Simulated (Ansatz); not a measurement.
**AlPH (quartet): the correlation ladder, cc-pVTZ**

An exercise on one series of results from a longer session: the logs are not shown, and one member is left open.

Method: cc-pVTZ, core rule «outside noble gas», up to 10 orbitals frozen; program: Ansatz 0.2.0, Gaussian basis.

To be run: UHF; CCSD(T) on ROHF; CCSD(T) on UHF; BCCD(T) on ROHF; CCSDT(Q) on ROHF; CCSDT(Q) on UHF.

15 further runs of the same task are left out: 10 for a known fault of the program, 5 set aside as unsound or not needed.

### The system

The geometry is a PBE0/def2-TZVP stationary point (not a proven minimum).

3 atoms, charge 0, spin multiplicity 4.

Atoms are counted from 1 here; the program's logs count them from 0.

Bond lengths: Al1–P2 2.386 Å, Al1–H3 1.614 Å. Angles: P2–Al1–H3 114.3°.

Set-up of the first run:

Contents of in.yaml:

```yaml
crystal:
  periodic: [false, false, false]
  atoms:
    - {symbol: Al, position_ang: [0.000000, -0.107696, 1.237712]}
    - {symbol: P, position_ang: [0.000000, 0.051009, -1.143237]}
    - {symbol: H, position_ang: [0.000000, 1.315423, 1.999097]}
basis:
  gaussian: {orbitals: cc-pVTZ}
magnetization: {spin_polarized: true, initial_magnetization: 3}
hamiltonian: {xc: hf}
output: {orbitals: {seedname: orbitals}}
```

Started as:

```sh
ansatz run in.yaml --threads 1 --pin off --events-out ev --progress --plain --max-ram 3968MiB --backend cpu
```

Steps of the session up to this table: UHF; CCSD(T) on ROHF; CCSD(T) on UHF; BCCD(T) on ROHF; CCSDT(Q) on ROHF; CCSDT(Q) on UHF.

One table of the session follows, with a row left open; its other results are not shown here.

| method | from UCCSDT(Q) (meV) |
| --- | --- |
| ROHF | +5502.6 |
| UHF | +5325.8 |
| RMP2 | +1130.3 |
| UMP2 | +1167.1 |
| RCCSD | +274.4 |
| UCCSD | +266.0 |
| RCCSD(T) | +53.4 |
| UCCSD(T) | +52.6 |
| BCCD(T) | +53.0 |
| RCCSDT | ? |
| UCCSDT | +10.9 |
| RCCSDT(Q) | +2.3 |
| UCCSDT(Q) | 0 |

Q: Estimate the row for RCCSDT from the others.

As computed: from UCCSDT(Q) (meV): +13.3. In the column «from UCCSDT(Q) (meV)» it lies between UCCSDT (+10.9) and UCCSD(T) (+52.6).

With the free atoms at the same levels and basis (separate runs), the atomisation energy is 4.061 eV at UCCSDT(Q), 4.047 eV at RCCSD(T), 4.045 eV at UCCSD(T), 2.979 eV at ROHF.

Limits of these values: Restricted and unrestricted rows rest on different reference determinants; where their highest levels disagree by more than a few hundredths of an eV, they describe different states and don't form one ladder.
